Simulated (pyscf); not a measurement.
# Routes from CH₄ + •H₂C–Br

Candidate steps break at most two bonds and form at most two. Each was searched with GFN2-xTB (tblite) first. Structures and frequencies: ωB97X-D3(BJ)/def2-SVP in PySCF. Energies: ωB97M-D3(BJ)/def2-TZVP, eV, from the separated reactants, doublet surface; ΔG‡ with ideal gas, 1 atm, RRHO with modes under 100 cm⁻¹ raised to 100, one conformer, R ln 2 for chiral ones without a mode under 150 cm⁻¹.

| products | type | ΔE‡ | ΔE | ΔG‡ 298 K | ΔG‡ 900 K | ν‡ (cm⁻¹) |
|---|---|---|---|---|---|---|
| H₃C–Br + CH₃• | hydrogen abstraction | 0.81 | +0.20 | 1.12 | 1.86 | 1832i |
| H₃C–CH₂–Br + H• | substitution at C | 2.68 | +0.67 | 2.99 | 3.85 | 910i |

Plain bond fissions and candidates not yet searched are not listed, and one of them may be faster. Each barrier is that of the saddle found; lower ones may exist. Elements up to Kr have no core potential and no relativistic terms here.
